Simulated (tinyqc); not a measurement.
Worked calculation: LCCD on RHF in the sto-3g basis, frozen core, for H3O+, spin multiplicity 1. One step of it, computed by the program tinyqc.

Question. LCCD: starting amplitudes. t_ij^ab = <ij||ab> / (e_i + e_j - e_a - e_b), whose energy is MP2.

orbital energies (hartree): MO1 -20.903457, MO2 -1.870253, MO3 -1.162934, MO4 -1.162662, MO5 -0.963561, MO6 0.162744, MO7 0.319838, MO8 0.320367

Two-electron integrals over orbitals (pq|rs), unique and non-zero (hartree); the lowest 1 orbital is frozen and left out:
```
(22|22) 0.745912    (32|32) 0.143657    (33|22) 0.680505    (33|33) 0.692262
(42|22) -0.000049   (42|33) -0.032529   (42|42) 0.143620    (43|32) -0.032519
(43|43) 0.042000    (44|22) 0.680466    (44|33) 0.608198    (44|42) 0.032554
(44|44) 0.692248    (52|22) -0.034340   (52|33) 0.002071    (52|42) -6.84e-07
(52|44) 0.002074    (52|52) 0.129821    (53|32) 0.008423    (53|43) 0.003316
(53|53) 0.038308    (54|22) 0.000013    (54|33) 0.003331    (54|42) 0.008427
(54|44) -0.003301   (54|52) 0.000012    (54|54) 0.038309    (55|22) 0.726195
(55|33) 0.666596    (55|42) -0.000006   (55|44) 0.666584    (55|52) 0.081311
(55|54) 0.000034    (55|55) 0.884471    (62|22) 0.151433    (62|33) 0.108102
(62|42) 0.000073    (62|44) 0.108093    (62|52) -0.024384   (62|54) 0.000034
(62|55) 0.146742    (62|62) 0.089482    (63|32) -0.007266   (63|43) 0.020891
(63|53) 0.006464    (63|63) 0.047483    (64|22) 0.000258    (64|33) 0.021106
(64|42) -0.007322   (64|44) -0.020690   (64|52) 0.000057    (64|54) 0.006479
(64|55) 0.000307    (64|62) 0.000175    (64|64) 0.047589    (65|22) -0.067629
(65|33) -0.038186   (65|42) 0.000064    (65|44) -0.038152   (65|52) 0.037724
(65|54) 0.000037    (65|55) -0.051128   (65|62) -0.045615   (65|64) -0.000062
(65|65) 0.034738    (66|22) 0.561495    (66|33) 0.527407    (66|42) 0.000267
(66|44) 0.527592    (66|52) -0.056151   (66|54) -0.000023   (66|55) 0.515680
(66|62) 0.073051    (66|64) -0.000019   (66|65) -0.039127   (66|66) 0.498619
(72|22) 0.000236    (72|33) -0.013983   (72|42) -0.041022   (72|44) 0.014303
(72|52) -0.000021   (72|54) -0.019938   (72|55) 0.000234    (72|62) 0.000072
(72|64) -0.036474   (72|65) -0.000083   (72|66) 0.000102    (72|72) 0.049849
(73|32) -0.041276   (73|43) 0.003754    (73|53) 0.004156    (73|63) 0.021583
(73|73) 0.033564    (74|22) -0.145728   (74|33) -0.126277   (74|42) 0.041257
(74|44) -0.118844   (74|52) -0.038312   (74|54) -0.004156   (74|55) -0.183871
(74|62) -0.080990   (74|64) -0.021721   (74|65) 0.025814    (74|66) -0.044133
(74|72) 0.002239    (74|74) 0.143525    (75|22) -0.000067   (75|33) 0.011065
(75|42) -0.041433   (75|44) -0.011159   (75|52) 0.000066    (75|54) -0.024439
(75|55) -0.000041   (75|62) -0.000080   (75|64) 0.011011    (75|65) -1.18e-06
(75|66) -0.000137   (75|72) 0.011228    (75|74) -0.014580   (75|75) 0.033271
(76|22) 3.86e-06    (76|33) 0.037943    (76|42) -0.098141   (76|44) -0.038083
(76|52) -0.000078   (76|54) 0.008478    (76|55) -0.000078   (76|62) -0.000012
(76|64) 0.039718    (76|65) -0.000076   (76|66) -0.000298   (76|72) -0.001813
(76|74) -0.047862   (76|75) 0.031344    (76|76) 0.111384    (77|22) 0.595530
(77|33) 0.542506    (77|42) 0.032601    (77|44) 0.614019    (77|52) -0.001142
(77|54) -0.009733   (77|55) 0.586550    (77|62) 0.074179    (77|64) -0.037300
(77|65) -0.021831   (77|66) 0.503044    (77|72) 0.024007    (77|74) -0.061872
(77|75) -0.013334   (77|76) -0.056966   (77|77) 0.593178    (82|32) 0.040996
(82|43) 0.014145    (82|53) 0.019942    (82|63) 0.036469    (82|73) 0.002477
(82|82) 0.049850    (83|22) 0.145698    (83|33) 0.118834    (83|42) 0.041240
(83|44) 0.126316    (83|52) 0.038320    (83|54) -0.004130   (83|55) 0.183876
(83|62) 0.080997    (83|64) -0.021410   (83|65) -0.025768   (83|66) 0.044390
(83|72) 0.002547    (83|74) -0.079101   (83|75) -0.014637   (83|76) -0.047969
(83|77) 0.096063    (83|83) 0.143563    (84|32) 0.041254    (84|43) -0.003716
(84|53) -0.004140   (84|63) -0.021504   (84|73) -0.031016   (84|82) -0.002417
(84|84) 0.033488    (85|32) 0.041449    (85|43) -0.011097   (85|53) 0.024442
(85|63) -0.010979   (85|73) -0.014630   (85|82) 0.011231    (85|84) 0.014613
(85|85) 0.033281    (86|32) 0.098090    (86|43) -0.037876   (86|53) -0.008450
(86|63) -0.039516   (86|73) -0.047954   (86|82) -0.001759   (86|84) 0.047881
(86|85) 0.031311    (86|86) 0.111088    (87|32) 0.033036    (87|43) -0.035899
(87|53) -0.009765   (87|63) -0.037547   (87|73) -0.017355   (87|82) -0.023890
(87|84) 0.017287    (87|85) 0.013440    (87|86) 0.057229    (87|87) 0.048488
(88|22) 0.595624    (88|33) 0.614180    (88|42) -0.032873   (88|44) 0.542434
(88|52) -0.001127   (88|54) 0.009766    (88|55) 0.586642    (88|62) 0.074255
(88|64) 0.037663    (88|65) -0.021884   (88|66) 0.502765    (88|72) -0.023775
(88|74) -0.096191   (88|75) 0.013373    (88|76) 0.057151    (88|77) 0.496982
(88|83) 0.061779    (88|88) 0.593541
```

Give: Starting amplitudes; correlation energy.

Answer.

Starting amplitudes (spin orbitals 1a, 1b, ...; amplitudes related by a flip of all spins are not repeated; the 24 largest):

| from | to | t |
|---|---|---|
| 4a 4b | 7a 7b | -0.0484 |
| 3a 3b | 8a 8b | -0.0484 |
| 3a 4b | 7b 8a | -0.0267 |
| 2a 4b | 6a 7b | 0.0230 |
| 2a 3b | 6a 8b | -0.0230 |
| 2a 2b | 6a 6b | -0.0220 |
| 4a 4b | 6a 6b | -0.0180 |
| 3a 3b | 6a 6b | -0.0179 |
| 3a 4a | 7a 8a | -0.0162 |
| 5a 5b | 6a 6b | -0.0154 |
| 2a 5b | 6a 6b | 0.0144 |
| 5a 5b | 7a 7b | -0.0130 |
| 5a 5b | 8a 8b | -0.0130 |
| 2a 3a | 6a 8a | -0.0127 |
| 2a 4a | 6a 7a | 0.0127 |
| 2a 2b | 7a 7b | -0.0114 |
| 2a 2b | 8a 8b | -0.0114 |
| 3a 3b | 7a 7b | -0.0113 |
| 4a 4b | 8a 8b | -0.0113 |
| 3a 4b | 7a 8b | 0.0105 |
| 2a 4b | 6b 7a | -0.0104 |
| 2a 3b | 6b 8a | 0.0104 |
| 4a 5b | 6b 7a | 0.0099 |
| 3a 5b | 6b 8a | -0.0099 |

correlation energy = -0.043476 hartree
